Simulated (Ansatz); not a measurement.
Basis-set extrapolation for C₄H₅FS (`C=C(C=S)CF`) (PBE0-D4/def2-TZVP geometry, frozen core, the Gaussian-basis code of Ansatz). Multiplicity 1, RHF reference.

```
                      def2-TZVPP   def2-QZVPP
                 HF  -651.419348  -651.441524
    MP2 correlation    -1.061629    -1.142005
CCSD(T) correlation    -1.152736      not run
```

Energies in hartree. Use E(X) = E(∞) + A·exp(−7.88·√X) for Hartree–Fock and E(X) = E(∞) + B·X^(−2.97) for correlation, with X = 3 and 4, and add CCSD(T) minus MP2 of the smaller set to the MP2 limit.

Question: What is the CCSD(T) energy at the basis-set limit?

Answer: HF limit: -651.441524 + (-0.022176) × 0.13774 = -651.44458. MP2 limit: -1.142005 + (-0.080376) × 0.74074 = -1.20154. Higher-order term: -1.152736 − (-1.061629) = -0.09111. Total: -652.73723 hartree, 103.6 kcal/mol below CCSD(T)/def2-TZVPP.
